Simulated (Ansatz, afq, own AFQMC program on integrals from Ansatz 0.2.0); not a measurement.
Atomization energy of Ge$_{2}$H$_{4}$, singlet

```yaml
atoms:
  - { symbol: Ge, position_ang: [-0.0485, 0.0000, 1.1324] }
  - { symbol: Ge, position_ang: [0.0485, 0.0000, -1.1324] }
  - { symbol: H, position_ang: [0.4756, -1.2575, 1.8492] }
  - { symbol: H, position_ang: [0.4756, 1.2575, 1.8492] }
  - { symbol: H, position_ang: [-0.4756, -1.2575, -1.8492] }
  - { symbol: H, position_ang: [-0.4756, 1.2575, -1.8492] }
```

Connectivity, by distances: GeH2–GeH2.

Atoms in their ground-state spins without spin–orbit coupling (mostly on UHF) minus the molecule (RHF), without zero-point energy. The geometry is a stationary point, not shown to be a minimum.

Basis cc-pVDZ. Only valence electrons are correlated. Integrals, coupled cluster, full CI and functionals: Ansatz 0.2.0; the random walks run on the same integrals in our own AFQMC program. The CISD trial takes its coefficients from CCSD amplitudes. Released means that phaseless walkers are propagated on without the constraint, phases kept. Uncertainties: one standard error, sampling alone. No spin–orbit coupling. The errors of all members are added in quadrature.

No full CI on the walks' own integrals is used here; CCSDT(Q) serves as the reference and is uncertain by about the last step of the cluster series. Each member takes its own surest rung, up to full CI.

The best estimate is CCSD(T) at the basis-set limit (CBS: def2-TZVPP and def2-QZVPP, with their diffuse functions for anions and beside diffuse sets, CCSD(T) itself extrapolated) plus the step from CCSD(T) to CCSDT(Q) in cc-pVDZ. Rows without CBS are in cc-pVDZ, the functionals in def2-TZVP; B2PLYP and the wave-function rows carry a basis error of their own. Core correlation and relativity beyond core potentials are missing, and ± holds the sampling alone.

Cautions: inner d shell frozen; no relativity below Rb; no spin-orbit coupling; Ge₂H₄ (singlet): higher spins were not checked, restricted determinant unstable towards unrestricted (UHF 292 meV lower, ⟨S²⟩ 0.61), the released energies move by 1.5 errors or more from one time to the next, so no released level is given (meV from the phaseless value at times in 1/Eh: -9 ± 18 at 0.24, -25 ± 17 at 0.50, -9 ± 13 at 1.00, -37 ± 11 at 1.50), though the last usable value meets CCSDT(Q) within the noise, the ph-AFQMC/CISD walk drifts between its halves (2.1 errors).

Best estimate: 1398.6 kJ/mol.

| level | atomization energy (kJ/mol) | error against the best estimate (kJ/mol) |
| --- | --- | --- |
| HF | 943.4 | -455.2 |
| MP2 | 1235.4 | -163.2 |
| CCSD | 1261.3 | -137.3 |
| CCSD(T) | 1280.6 | -118.0 |
| CCSDT | 1282.9 | -115.7 |
| CCSDT(Q) | 1284.3 | -114.3 |
| ph-AFQMC/CISD | 1282.4 ± 1.7 | -116.2 ± 1.7 |
| HF/CBS | 958.7 | -439.9 |
| MP2/CBS | 1349.1 | -49.5 |
| CCSD(T)/CBS | 1395.0 | -3.6 |
| PBE | 1381.8 | -16.8 |
| r2SCAN | 1411.1 | 12.5 |
| PBE0 | 1367.4 | -31.2 |
| B3LYP | 1379.3 | -19.3 |
| wB97M-V | 1371.6 | -27.0 |

Correlation beyond CCSD(T) adds 3.6 kJ/mol. Going to the basis-set limit adds 114.4 kJ/mol at CCSD(T). The perturbative (T) step is worth +19.3 kJ/mol.

Best estimates are given only where the step beyond CCSD(T) is under 0.3 eV and no member's determinant is very poor (T1 over 0.05, or 0.07 for open shells, ⟨S²⟩ too high by 0.3, two states mixed), so the hardest cases are missing from such tables.

The functionals ran in a triple-zeta set and keep a basis error of their own, a few kJ/mol for each bond in atomization energies and more for double hybrids, so close places among them and the extrapolated levels can swap.

CCSDT and higher add their correlation energy to the determinant of the CCSD(T) run, since their own runs factorise the integrals more tightly (a shift of under 2 meV). Each member of a difference takes its own highest rung, so a best estimate needn't equal the limit plus the step of one row. A walk keeps the symmetry of its determinant, which the program's search chose and which needn't be the lowest solution, so a lower state of the same spin and another symmetry isn't excluded.
